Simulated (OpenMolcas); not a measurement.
# HF/6-31G(d) (RICD fitting, spherical functions, fitting threshold 0.001) run of H2O3 (trioxidane), part 2 of 2

OpenMolcas 26.06. Earlier steps stand in the parts before.

## 3. The doublet anion

job.inp reads:

```
* H2O3 Hartree-Fock

&gateway
  baslib = $CurrDir
  coord
  5
  bohr
  O     -1.85952830    -1.30903218    -0.26032867
  O     -0.24005191    -0.09276666     1.41202226
  O      2.22313050    -0.10731755     0.49533501
  H     -2.60542210    -0.00287238    -1.31519269
  H      2.48185291     1.51198877    -0.33183591
  basis = 6-31Gs
  group = NoSym
  ricd
  cdthreshold = 0.001

&seward

&scf
  uhf
  charge = -1
  spin = 2
  prorbitals = 0
```

The basis set 6-31G* is read from a file made from the Basis Set Exchange's data (not shown).

On the command line:

```console
$ export MOLCAS_MEM=1860
$ pymolcas job.inp > job.log
```

Standard output:

```text
--- Start Module: gateway ---

                                              &GATEWAY

                       available to each process: 1.9 GB of memory, 1 thread

 Basis Set     1 Label: O.6-31GS
 Basis set is read from library:.
 basistype.tbl is not found

 Basis Set     2 Label: H.6-31GS
 Basis set is read from library:.
 basistype.tbl is not found

++    Symmetry information:
      ---------------------

                    Character Table for C1

                             E
                    a        1  x, y, xy, Rz, z, xz, Ry, yz, Rx, I
--

++    Basis set information:
      ----------------------

      Basis set label: O.6-31GS.........

      Electronic valence basis set:
      ------------------
      Associated Effective Charge   8.000000 au
      Associated Actual Charge      8.000000 au
      Nuclear Model: Point charge

      Shell  nPrim  nBasis  Cartesian Spherical Contaminant
         s      10       3        X
         p       4       2        X
         d       1       1                 X

      Basis set label: H.6-31GS.........

      Electronic valence basis set:
      ------------------
      Associated Effective Charge   1.000000 au
      Associated Actual Charge      1.000000 au
      Nuclear Model: Point charge

      Shell  nPrim  nBasis  Cartesian Spherical Contaminant
         s       4       2        X
--

++    Molecular structure info:
      -------------------------

                    ************************************************
                    **** Cartesian Coordinates / bohr, angstrom ****
                    ************************************************

     Center  Label                x              y              z                     x              y              z
        1      O1              -1.859528      -1.309032      -0.260329             -0.984020      -0.692710      -0.137760
        2      O2              -0.240052      -0.092767       1.412022             -0.127030      -0.049090       0.747210
        3      O3               2.223130      -0.107318       0.495335              1.176430      -0.056790       0.262120
        4      H4              -2.605422      -0.002872      -1.315193             -1.378730      -0.001520      -0.695970
        5      H5               2.481853       1.511989      -0.331836              1.313340       0.800110      -0.175600

                    ***************************************
                    *    InterNuclear Distances / bohr    *
                    ***************************************

               1 O1            2 O2            3 O3            4 H4            5 H5
    1 O1       0.000000
    2 O2       2.626550        0.000000
    3 O3       4.322412        2.628268        0.000000
    4 H4       1.837158        3.611199        5.157891        0.000000
    5 H5       5.177921        3.609023        1.836655        5.398348        0.000000

                    *******************************************
                    *    InterNuclear Distances / angstrom    *
                    *******************************************

               1 O1            2 O2            3 O3            4 H4            5 H5
    1 O1       0.000000
    2 O2       1.389910        0.000000
    3 O3       2.287322        1.390820        0.000000
    4 H4       0.972182        1.910964        2.729438        0.000000
    5 H5       2.740038        1.909813        0.971916        2.856683        0.000000

                    **************************************
                    *    Valence Bond Angles / degree    *
                    **************************************
                          Atom centers                 Phi
                      2 O2       1 O1       4 H4       106.66
                      1 O1       2 O2       3 O3       110.68
                      2 O2       3 O3       5 H5       106.51

           ***************************************************************
           *              Valence Dihedral Angles / degree               *
           ***************************************************************
                    Atom centers                       Phi1     Phi2     Theta
           3 O3       2 O2       1 O1       4 H4        110.68   106.66   -95.31
           1 O1       2 O2       3 O3       5 H5        110.68   106.51    96.91
--

            Nuclear Potential Energy             79.94732601 au

--- Stop Module: gateway /rc=_RC_ALL_IS_WELL_ ---

--- Start Module: seward ---

                                              &SEWARD

                       available to each process: 1.9 GB of memory, 1 thread

               SEWARD will generate:
                  Multipole Moment integrals up to order  2
                  Kinetic Energy integrals
                  Nuclear Attraction integrals (point charge)
                  One-Electron Hamiltonian integrals
                  Velocity integrals
                  Orbital angular momentum around (  0.0370  -0.4523   0.4937 )
                  Velocity quadrupole around (  0.0370  -0.4523   0.4937 )
                  RI decomposed two-electron repulsion integrals stored Cholesky style
                   - acCD auxiliary basis
                   - CD Threshold:   1.00E-03

                   Integrals are discarded if absolute value <: 1.00E-14
                   Integral cutoff threshold is set to       <: 1.00E-16

            Nuclear Potential Energy             79.94732601 au

      Basis set specifications :
      Symmetry species         a
      Basis functions           46

--- Stop Module: seward /rc=_RC_ALL_IS_WELL_ ---

--- Start Module: scf ---

                                                &SCF

                       available to each process: 1.9 GB of memory, 1 thread

++    Input section:
      --------------

      Header of the integral files:

      Cartesian coordinates in angstrom:
      -----------------------------------------------------
      No.  Label        X            Y            Z
      -----------------------------------------------------
       1   O1        -0.98402000  -0.69271000  -0.13776000
       2   O2        -0.12703000  -0.04909000   0.74721000
       3   O3         1.17643000  -0.05679000   0.26212000
       4   H4        -1.37873000  -0.00152000  -0.69597000
       5   H5         1.31334000   0.80011000  -0.17560000
      -----------------------------------------------------
      Nuclear repulsion energy =   79.94732601
--

++    Orbital specifications:
      -----------------------

      Symmetry species               1
                                     a
      Frozen orbitals                0
      Start temperature = 0.500
      End temperature   = 0.010
      Temperature Factor= 0.460
      Deleted orbitals               0
      Total number of orbitals      46
      Number of basis functions     46
--

      Molecular charge                          -1.000

++    Optimization specifications:
      ----------------------------

      SCF Algorithm: LK-RI/DF USCF
      LK screening threshold:                     4.50E-02
      Local-Exchange (LK) algorithm.
       - the density matrix is decomposed
      The actual AO density is used
      Number of density matrices in core                 5
      Maximum number of NDDO SCF iterations            400
      Maximum number of HF SCF iterations              400
      Threshold for SCF energy change             1.00E-09
      Threshold for density matrix                1.00E-04
      Threshold for Fock matrix                   1.50E-04
      Threshold for linear dependence             1.00E-09
      Threshold at which DIIS is turned on        1.50E-01
      Maximum depth in the DIIS procedure                5
      Maximum depth in the BFGS Hessian update          30
      Threshold at which QNR/C2DIIS is turned on  7.50E-02
      Threshold for Norm(delta) (QNR/C2DIIS)      1.00E-03
      All orbitals punched on: UHFORB
--

      Input vectors read from INPORB
      Orbital file label: *Guess orbitals

++ Convergence information
                               UHF SCF        iterations: Energy and convergence statistics

Iter     Tot. SCF        One-elec.       Two-elec.     Energy      Max Dij or  Max Fij      DNorm      TNorm      AccCon     Time
         Energy          Energy          Energy        Change      Delta Norm                                                in Sec.
   1  -221.612976357  -477.022148186   175.461845817   0.00E+00    1.76E-01*   5.51E-01*    7.20E+00   9.12E+01   None         0.
   2  -223.464258024  -473.002186217   169.590602181  -1.85E+00*   6.06E-02*   6.04E-02*    8.42E+00   8.98E+01   EDIIS        0.
   3  -224.874824550  -480.190961571   175.368811009  -1.41E+00*   2.66E-01*   1.14E-01*    7.08E+00   9.13E+01   EDIIS        0.
   4  -225.217525766  -475.675667252   170.510815474  -3.43E-01*   7.11E-02*   5.42E-02*    7.81E+00   9.01E+01   EDIIS        0.
   5  -225.321142342  -479.125251467   173.856783113  -1.04E-01*   1.35E-01*   4.38E-02*    8.59E+00   9.10E+01   EDIIS        0.
   6  -225.345128450  -477.021544730   171.729090267  -2.40E-02*   8.59E-02*   3.17E-02*    9.06E+00   9.05E+01   EDIIS        0.
   7  -225.348356156  -478.327771748   173.032089580  -3.23E-03*   2.86E-02*   1.46E-02*    8.80E+00   9.08E+01   EDIIS        0.

       Fermi aufbau procedure completed!
      nOcc(alpha)=   14
      nOcc(beta) =   13

   8  -225.349572147  -477.570745050   172.273846890  -1.22E-03*   2.37E-02*   7.08E-03*    8.88E+00   9.06E+01   c2DIIS       0.
   9  -225.350207702  -477.901258547   172.603724833  -6.36E-04*   2.65E-02*   3.59E-03*    8.82E+00   9.07E+01   QNRc2DIIS    0.
  10  -225.350403576  -477.901772236   172.604042648  -1.96E-04*   2.17E-01*   4.30E-03*    8.80E+00   9.07E+01   QNRc2DIIS    0.
  11  -225.351167821  -478.122078288   172.823584454  -7.64E-04*   7.96E-02*   4.50E-03*    8.62E+00   9.07E+01   QNRc2DIIS    0.
  12  -225.351494646  -478.201795247   172.902974589  -3.27E-04*   3.83E-01*   4.44E-03*    8.57E+00   9.08E+01   QNRc2DIIS    0.
  13  -225.353009063  -478.576880026   173.276544951  -1.51E-03*   3.40E-02*   2.65E-03*    8.32E+00   9.09E+01   QNRc2DIIS    0.
  14  -225.352956193  -478.541549398   173.241267193   5.29E-05*   2.53E-01*   2.78E-03*    8.34E+00   9.09E+01   QNRc2DIIS    0.
  15  -225.352160129  -478.386595519   173.087109377   7.96E-04*   2.05E-01*   4.02E-03*    8.51E+00   9.08E+01   QNRc2DIIS    0.
  16  -225.352966414  -478.592692010   173.292399583  -8.06E-04*   3.27E-01*   2.31E-03*    8.36E+00   9.09E+01   QNRc2DIIS    0.
  17  -225.352938933  -478.812365102   173.512100156   2.75E-05*   3.40E-02*   2.90E-03*    8.13E+00   9.09E+01   QNRc2DIIS    0.
  18  -225.353071221  -478.817543149   173.517145916  -1.32E-04*   1.53E-02*   2.35E-03*    8.15E+00   9.09E+01   QNRc2DIIS    0.
  19  -225.353123759  -478.836080498   173.535630727  -5.25E-05*   3.14E-02*   2.17E-03*    8.15E+00   9.09E+01   QNRc2DIIS    0.
  20  -225.353176646  -478.811612166   173.511109508  -5.29E-05*   2.22E-02*   1.14E-03*    8.17E+00   9.09E+01   QNRc2DIIS    0.
  21  -225.353201051  -478.789084607   173.488557544  -2.44E-05*   5.33E-02*   1.14E-03*    8.19E+00   9.09E+01   QNRc2DIIS    0.
  22  -225.353244145  -478.748681439   173.448111282  -4.31E-05*   6.56E-03*   5.27E-04*    8.23E+00   9.09E+01   QNRc2DIIS    0.
  23  -225.353248046  -478.725928802   173.425354744  -3.90E-06*   2.10E-03*   2.64E-04*    8.24E+00   9.09E+01   QNRc2DIIS    0.
  24  -225.353249221  -478.730890160   173.430314927  -1.17E-06*   2.07E-03*   1.22E-04     8.24E+00   9.09E+01   QNRc2DIIS    0.
  25  -225.353249724  -478.732454856   173.431879120  -5.03E-07*   1.07E-03*   6.41E-05     8.24E+00   9.09E+01   QNRc2DIIS    0.
  26  -225.353249823  -478.731308745   173.430732910  -9.95E-08*   3.09E-04    2.06E-05     8.24E+00   9.09E+01   QNRc2DIIS    0.
  27  -225.353249834  -478.731179480   173.430603633  -1.14E-08*   1.96E-04    1.93E-05     8.24E+00   9.09E+01   QNRc2DIIS    0.
  28  -225.353249839  -478.731192888   173.430617037  -4.61E-09*   1.26E-04    8.55E-06     8.24E+00   9.09E+01   QNRc2DIIS    0.
  29  -225.353249841  -478.731277927   173.430702074  -2.12E-09*   6.37E-05    7.65E-06     8.24E+00   9.09E+01   QNRc2DIIS    0.
  30  -225.353249842  -478.731271166   173.430695312  -9.86E-10    6.00E-05    7.38E-06     8.24E+00   9.09E+01   QNRc2DIIS    0.

       Convergence after  30 Iterations
--

 *****************************************************************************************************************************
 *                                             SCF/KS-DFT Program, Final results                                             *
 *                                                       Final Results                                                       *
 *****************************************************************************************************************************

::    Total SCF energy                               -225.3532498421
      One-electron energy                            -478.7312711661
      Two-electron energy                             173.4306953118
      Nuclear repulsion energy                         79.9473260122
      Kinetic energy (interpolated)                   226.3600217390
      Virial theorem                                    0.9955523423
      Total spin, S(S+1)                                0.7797883894
      Total spin, S                                     0.5147848981
      Max non-diagonal density matrix element           0.0000432650
      Max non-diagonal Fock matrix element              0.0000033729

      No orbitals printed
      No orbitals printed

++    Molecular charges:
      ------------------

      Mulliken charges per centre
      ---------------------------

                            O1                      O2                      O3                      H4                      H5
                     alpha        beta       alpha        beta       alpha        beta       alpha        beta       alpha        beta
      Total        4.4238      4.2011      4.2880      3.9707      4.4250      4.2000      0.4282      0.3145      0.4350      0.3137
      Total              8.6250                  8.2587                  8.6249                  0.7427                  0.7487

      Charge           -0.6250                 -0.2587                 -0.6249                  0.2573                  0.2513

      Total electronic charge=   27.000000

      Total            charge=   -1.000000
--

++    Molecular orbitals:
      -------------------

      Title: Natural orbitals

      Molecular orbitals for symmetry species 1: a

          Orbital            1         2         3         4         5         6         7         8         9        10
          Energy          -20.2897  -20.2795  -20.2773   -0.4339   -0.5741   -0.3891   -0.3250   -0.6528   -0.8686   -0.3411
          Occ. No.          2.0000    2.0000    2.0000    2.0000    2.0000    1.9999    1.9999    1.9999    1.9998    1.9997

[... 45 lines of this table left out ...]
       46 H5     1s         0.0002   -0.0001    0.0041   -0.1069    0.1162    0.0047    0.0161   -0.0516    0.0566   -0.0277

          Orbital           11        12        13        14        15        16        17        18        19        20
          Energy           -0.7077   -0.4899   -0.3439    0.3575    0.6940    1.0705    1.5490    1.7729    1.2897    2.0735
          Occ. No.          1.9996    1.9967    1.9895    1.0000    0.0105    0.0033    0.0004    0.0003    0.0002    0.0001

[... 45 lines of this table left out ...]
       46 H5     1s         0.0908    0.0865    0.0481    0.4229    0.3408    0.6472    0.6757    0.2761   -0.8408   -0.3632

          Orbital           21        22        23        24        25        26        27        28        29        30
          Energy            1.8021    2.0014    1.7947    1.8355    2.2278    2.2068    1.9519    1.0514    1.6871    1.6199
          Occ. No.          0.0001    0.0001    0.0000    0.0000    0.0000    0.0000    0.0000    0.0000    0.0000    0.0000

[... 45 lines of this table left out ...]
       46 H5     1s         0.1481    0.0956    0.4619    0.5349   -0.3360    0.2750   -0.2036   -0.7186    0.4658    0.0549

          Orbital           31        32        33        34        35        36        37        38        39        40
          Energy            1.6080    1.8582    1.9882    2.2048    2.1873    2.3365    2.5914    2.4766    2.2607    2.7159
          Occ. No.          0.0000    0.0000    0.0000    0.0000    0.0000    0.0000    0.0000    0.0000    0.0000    0.0000

[... 45 lines of this table left out ...]
       46 H5     1s         0.5544   -0.0008    0.2360   -0.3551   -0.0833    0.1462   -0.1410    0.1187   -0.2849   -0.0259

          Orbital           41        42        43        44        45        46
          Energy            2.4898    2.7271    3.3075    2.6129    2.8138    2.8481
          Occ. No.          0.0000    0.0000    0.0000    0.0000    0.0000    0.0000

[... 45 lines of this table left out ...]
       46 H5     1s        -0.2696    0.0829    0.0412   -0.0292   -0.0512   -0.1218
--

++    Molecular properties:
      ---------------------

      Charge (e):
                      =   -1.0000
      Dipole Moment (debye):
      Origin of the operator (angstrom)=    0.0196   -0.2394    0.2612
                   X= -4.3392E-01               Y=  1.8448E+00               Z= -7.7787E-01           Total=  2.0486E+00
      Center of Charge (angstrom)
                     X=    0.10993719               Y=   -0.62344936               Z=    0.42319158
      Quadrupole Moment (debye*angstrom):
      Origin of the operator (angstrom)=    0.0196   -0.2394    0.2612
                  XX= -2.4361E+01              XY= -1.3829E+00              XZ= -3.5907E-01              YY= -1.8959E+01
                  YZ= -1.8663E+00              ZZ= -1.9540E+01
      In traceless form (debye*angstrom)
                  XX= -5.1119E+00              XY= -2.0744E+00              XZ= -5.3860E-01              YY=  2.9914E+00
                  YZ= -2.7995E+00              ZZ=  2.1205E+00
--

--- Stop Module: scf /rc=_RC_ALL_IS_WELL_ ---
--- Module scf spent 2 seconds ---

.##################.
.# Happy landing! #.
.##################.

    Timing: Wall=3.37 User=2.22 System=0.31
```

It took 3.6 s on 1 thread of Arm Neoverse V1, shared host; peak memory 0.092 GiB.

## 4. Outcome

The summary covers parts 1 to 2.

Level: HF/6-31G* (RICD fitting, spherical functions, fitting threshold 0.001).

| quantity | value |
| --- | --- |
| singlet H2O3: total energy | -225.52164 Eh |
| singlet H2O3: dipole moment | 3.65 D |
| singlet H2O3: HOMO energy | -13.21 eV |
| singlet H2O3: LUMO energy | 5.14 eV |
| singlet H2O3: HOMO–LUMO gap | 18.35 eV |
| doublet anion: total energy | -225.35325 Eh |
| doublet anion: HOMO energy (highest over α and β) | 2.89 eV |
| doublet anion: LUMO energy (lowest over α and β) | 12.59 eV |
| doublet anion: ⟨S²⟩ | 0.780 |
| vertical electron affinity (to the doublet anion) | -4.582 eV |

**Reading.** The anion lies 4.58 eV (106 kcal/mol) above the neutral: the electron isn't bound at this level, and such a value depends on the basis. Without diffuse functions anions come out too high. Hartree–Fock misses the correlation that binds many anions. Mulliken charges (singlet H2O3) run from -0.43 on O3 to +0.47 on H5. The HOMO (doublet anion) lies at positive energy, 2.89 eV: the electron is unbound at this level or held by a compact basis; values depend on the basis.
